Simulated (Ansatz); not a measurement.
The same path of AlH$_{8}$NSi (11 atoms, charge 0, multiplicity 1) was run 3 times with different band settings. Lost on the way: Al1–H2, N5–H11. Made: H2–H11.

Method: Ansatz 0.2.0, RKS BLYP/6-31G*.

Relaxed end points:

```xyz
11
Properties=species:S:1:pos:R:3
Al 0.103 -0.235 -0.019
H -0.207 1.068 0.880
H 1.650 -0.557 -0.346
H -0.989 -0.663 -1.125
N -0.263 -1.746 1.434
H -0.858 -2.452 0.979
Si 1.255 -2.495 2.123
H 1.873 -3.282 1.024
H 2.112 -1.383 2.609
H 0.890 -3.398 3.261
H -0.843 -1.307 2.162
```

```xyz
11
Properties=species:S:1:pos:R:3
Al 0.511 -0.883 -0.518
H -1.796 1.100 2.602
H 1.908 -0.124 -0.593
H -0.728 -0.616 -1.485
N 0.285 -2.149 0.759
H -0.634 -2.608 0.758
Si 1.400 -2.770 1.970
H 1.727 -4.220 1.762
H 2.660 -1.973 1.869
H 0.853 -2.645 3.363
H -1.460 0.439 2.495
```

Common settings: movable images 5; climbing image yes; optimiser quadratic models (default); force threshold 0.05 eV/Å; iteration limit 60; end points relaxed.

| run | spring | start path |
| --- | --- | --- |
| 1 | 5.0 eV/Å² | through a guess of the saddle point |
| 2 | 5.0 eV/Å² | straight line |
| 3 | 20.0 eV/Å² | through a guess of the saddle point |

(1) What does each run give, and how far can it be trusted?

Results:

(1) Run 1: converged after 26 iterations, highest image 1.142 eV above the first end. A vibrational analysis at the climbing image gives one clearly imaginary mode, 1289i cm⁻¹: a first-order saddle point.
Run 2: converged after 22 iterations, highest image 1.142 eV above the first end. Another band between the same ends (5 images) ends at a top of the same energy, where a vibrational analysis finds 1 clearly imaginary mode.
Run 3: converged after 21 iterations, highest image 1.142 eV above the first end. Another band between the same ends (5 images) ends at a top of the same energy, where a vibrational analysis finds 1 clearly imaginary mode.
The orbitals stay closed-shell, which can raise the energy where a bond breaks towards radicals; this wasn't checked here.
